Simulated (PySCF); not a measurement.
Does the answer move with the share of exact exchange?

Thiopropynal, C3H2S.
Bonds: C1–C2 (triple), C2–C3, C3–S4 (double). Hydrogens: H5 on C1; H6 on C3.

PySCF, def2-SVPD basis, density fitting, gas phase, PBE0-D3(BJ)/def2-SVP geometry; singlet excitations by full TDDFT with frozen cores, triplets by Tamm–Dancoff TDDFT and ionisation energies by ΔSCF, from the lowest of the holes tried. One functional is left out:

```csv
functional,exact exchange (%),HOMO energy (eV),LUMO energy (eV),lowest singlet excitation (eV),lowest triplet excitation (eV),dipole moment (D),mean polarisability (au),vertical ionisation energy (eV)
LDA,0,-5.74,-4.19,1.79,1.37,2.279,61.6,9.24
PBE,0,-5.64,-4.00,1.86,1.37,2.317,61.4,9.01
PBE0,25,-6.91,-3.19,2.01,1.49,2.340,59.9,9.05
BHandHLYP,50,-8.03,-2.19,2.16,1.65,2.354,59.4,8.94
```

Predict the row of B3LYP (20 % exact exchange) by straight lines through the other rows, and check it.

```json
{"property": "HOMO energy (eV)", "line": "-6.64", "computed": "-6.65", "computed − line": "-0.01", "PBE0 (25 %), for comparison": "-6.91"}
{"property": "LUMO energy (eV)", "line": "-3.35", "computed": "-3.34", "computed − line": "+0.01", "PBE0 (25 %), for comparison": "-3.19"}
{"property": "lowest singlet excitation (eV)", "line": "1.96", "computed": "1.98", "computed − line": "+0.02", "PBE0 (25 %), for comparison": "2.01"}
{"property": "lowest triplet excitation (eV)", "line": "1.48", "computed": "1.50", "computed − line": "+0.02", "PBE0 (25 %), for comparison": "1.49"}
{"property": "dipole moment (D)", "line": "2.324", "computed": "2.311", "computed − line": "-0.013", "PBE0 (25 %), for comparison": "2.340"}
{"property": "mean polarisability (au)", "line": "60.5", "computed": "60.7", "computed − line": "+0.2", "PBE0 (25 %), for comparison": "59.9"}
{"property": "vertical ionisation energy (eV)", "line": "9.06", "computed": "9.08", "computed − line": "+0.02", "PBE0 (25 %), for comparison": "9.05"}
```

Which of these properties follows the share of exact exchange most closely, and which least?

Most closely the HOMO energy, least the vertical ionisation energy; the correlations over the tabulated rows are HOMO energy -0.999, lowest triplet excitation 0.997, LUMO energy 0.996, lowest singlet excitation 0.983, mean polarisability -0.966, dipole moment 0.855, vertical ionisation energy -0.678. The HOMO energy moves by -0.470 eV for every 10 %. Functionals with the same share still differ in their other parts: at 0 % LDA and PBE differ by 0.10 eV in it.
